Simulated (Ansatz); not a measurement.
# Si2C (singlet): the correlation ladder at distance Si1–C2 = 1.686 Å, cc-pVDZ

One table from this session's results is given with a row withheld; the runs are named, their logs left out.

Computed with Ansatz 0.2.0, Gaussian basis. Level: cc-pVDZ, core rule «outside noble gas», up to 11 orbitals frozen.

The runs, in order: UHF; CCSD(T) on RHF; BCCD(T) on RHF; CISD; CCSDT(Q) on RHF; CCSDTQ on RHF; CASSCF and MRCISD+Q, 2 electrons in 2 orbitals; CASSCF and NEVPT2, 2 electrons in 2 orbitals; CASSCF and NEVPT2, 12 electrons in 12 orbitals.

1 further run of the same task is left out (for a known fault of the program).

## The system

The geometry derives from a PBE0/def2-TZVP stationary point (not a proven minimum). One bond is set to the value named and the two fragments are kept rigid.

3 atoms, charge 0, spin multiplicity 1.

Atoms are counted from 1 here; the program's logs count them from 0.

Bond lengths: Si1–C2 1.686 Å, C2–Si3 1.686 Å. Angles: Si1–C2–Si3 180.0°.

Set-up of the first run:

The input, in.yaml:

```yaml
crystal:
  periodic: [false, false, false]
  atoms:
    - {symbol: Si, position_ang: [0.000000, 0.000000, 1.685600]}
    - {symbol: C, position_ang: [0.000000, 0.000000, 0.000000]}
    - {symbol: Si, position_ang: [0.000000, 0.000000, -1.685600]}
basis:
  gaussian: {orbitals: cc-pVDZ}
magnetization: {spin_polarized: true, initial_magnetization: 0}
hamiltonian: {xc: hf}
output: {orbitals: {seedname: orbitals}}
```

Launch:

```console
$ ansatz run in.yaml --threads 1 --pin off --events-out ev --progress --plain --max-ram 2816MiB --backend cpu
```

Steps of the session up to this table: UHF; CCSD(T) on RHF; BCCD(T) on RHF; CISD; CCSDT(Q) on RHF; CCSDTQ on RHF; CASSCF and MRCISD+Q, 2 electrons in 2 orbitals; CASSCF and NEVPT2, 2 electrons in 2 orbitals; CASSCF and NEVPT2, 12 electrons in 12 orbitals.

One table of the session follows, with a row left open; its other results are not shown here.

| method | from RCCSDTQ (kJ/mol) |
| --- | --- |
| RHF | +852.7 |
| RMP2 | +118.4 |
| CISD | +152.7 |
| RCCSD | +60.7 |
| RCCSD(T) | ? |
| BCCD(T) | +7.5 |
| RCCSDT | +5.7 |
| RCCSDT(Q) | -0.3 |
| RCCSDTQ | 0 |
| CASSCF valence | +460.0 |
| NEVPT2 valence | +115.2 |

Q: Estimate the row for RCCSD(T) from the others.

As computed: from RCCSDTQ (kJ/mol): +8.1. In the column «from RCCSDTQ (kJ/mol)» it lies between BCCD(T) (+7.5) and RCCSD (+60.7).

To keep in mind: Left out of the table: CASSCF pair, NEVPT2 pair, MRCISD pair, MRCISD+Q pair (the active space lost an orbital or holds another state than full CI finds). Warnings in the runs' records: passed over end.
